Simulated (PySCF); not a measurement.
**Unknown compound**

An unknown has the formula C5H6O. Its calculated NMR data are:

1H NMR (400 MHz, computed): δ 5.97 (t, J = 8.8 Hz, 1H), 5.43 (d, J = 8.8 Hz, 2H), 2.15 (s, 3H).

13C{1H} NMR (computed): δ 240.9 (C), 204.6 (C), 100.1 (CH), 84.3 (CH2), 26.9 (CH3).

- NMR shieldings at HF/pcSseg-2/GIAO
- PBE0-D3(BJ)/def2-SVP structure
- J: B3LYP/pcJ-1 (without the spin–dipole term)
- program: PySCF 2.14.0 with density-fitted response routines
- non-relativistic Hamiltonian, gas phase, one averaged value for each set of equivalent atoms, one conformer

δ = σ(ref) − σ, references computed at the same level: 1H and 13C vs TMS.

Deduce the structure.

Answers


The formula gives 3 degrees of unsaturation (no ring in the answer). 5 carbon signals for 5 carbons: no two carbons are equivalent. Carbon types of the structure: 2 × C, 1 × CH, 1 × CH2, 1 × CH3, which accounts for all hydrogens. δC 240.9: central carbon of an allene; the central sp carbon of an allene is among the most deshielded carbons of hydrocarbons. δC 204.6: ketone carbonyl carbon; the double bond to the heteroatom, with no lone-pair donor beside it, deshields it most. δC 100.1, 84.3: terminal carbon of a cumulated C=C=C unit. δC 26.9: methyl carbon α to a carbonyl; α to the electron-withdrawing carbonyl group. δH 5.97, 5.43: hydrogen on a terminal carbon of a cumulated C=C=C unit; attached to an sp2 carbon and in the plane of the double bond. δH 2.15: hydrogen on a methyl carbon α to a carbonyl; α to C=O.

The compound is SMILES C(=C=C)C(C)=O.

The data come from this structure; uniqueness wasn't tested.

Splittings below 1 Hz are ignored in the labels, and close J values are merged. Shifts are as computed, not scaled to solution data. Of 1211 compounds with measured shifts, 218 miss one by over three times the rms of a fit or turn the order of signals round; such compounds aren't used in these exercises.
